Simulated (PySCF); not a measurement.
formic acid (CH2O2), SMILES O=CO.

Coordinates come from a PBE0-D3(BJ)/def2-TZVP optimisation. Other conformers were not sampled.

These are r2SCAN/def2-TZVPD (PySCF) values and carry that method's errors.

Q: Estimate the frontier levels, gap, dipole moment and polarisability. (The exact figures need the calculation; the answer reports its results.)

A: 
```
Quantity                                                                                                       Result
---------------------------------------------------------------------------------------------  ----------------------
highest occupied level                                                                                       -7.25 eV
lowest empty level                                                                                           -1.13 eV
orbital gap                                                                                                   6.12 eV
dipole moment                                                                                               0.327 e·Å
quadrupole, principal values (traceless, Buckingham form, about the centre of nuclear charge)   -7.00, 0.41, 6.58 D·Å
mean static polarisability                                                                       22.6 bohr³ (3.35 Å³)
polarisability, principal values                                                               16.2, 24.3, 27.3 bohr³
```
